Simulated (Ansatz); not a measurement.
A made-up structure of CH4AlMg (charge -1), singlet:

C1  (-2.108, -0.278, -1.106)
Mg2  (-0.354, -0.048, -0.184)
Al3  (2.024, 0.266, 1.063)
H4  (-2.287, -0.138, -2.179)
H5  (-3.051, -0.564, -0.624)
H6  (-0.033, -0.395, 1.470)
H7  (2.335, 0.065, 2.651)
(Å)

It is relaxed with PBE-D4/def2-SVPD and then PBE0-D4/def2-TZVPD (Ansatz 0.2.0). Atoms count as bonded within 1.22 times the sum of their covalent radii (H–H: 0.88 Å). The end point is not checked to be a true minimum.

Q: Does its bonding change? (A judgement: the text doesn't fix the answer.)

A: Computed: Yes. Formed: Al3–H6; broken: none.

Where it ends: The first stage lowers the energy by 0.36 eV in 8 steps. It ends as CH₄AlMg ([CH2][Mg]1[H][AlH]1), total charge -1:
```json
{"atom": "C1", "x (Å)": "-2.1513", "y (Å)": "-0.2826", "z (Å)": "-1.1707"}
{"atom": "Mg2", "x (Å)": "-0.4864", "y (Å)": "-0.0965", "z (Å)": "-0.1088"}
{"atom": "Al3", "x (Å)": "1.7968", "y (Å)": "0.2031", "z (Å)": "1.1035"}
{"atom": "H4", "x (Å)": "-2.2392", "y (Å)": "-0.0824", "z (Å)": "-2.2435"}
{"atom": "H5", "x (Å)": "-3.1205", "y (Å)": "-0.6004", "z (Å)": "-0.7714"}
{"atom": "H6", "x (Å)": "0.2048", "y (Å)": "-0.3105", "z (Å)": "1.7211"}
{"atom": "H7", "x (Å)": "2.5216", "y (Å)": "0.0780", "z (Å)": "2.5613"}
```

Labels in which every atom is bracketed show which atoms are joined, not bond orders.

For scale, one of the runs: PBE0-D4/def2-TZVPD relaxation, 151 basis functions, launched by `ansatz run in.yaml --threads 2 --pin off --events-out ev --progress --plain --max-ram 4352MiB`. The run took about 32 s on 2 CPU threads of an Arm Neoverse V1 (shared host).
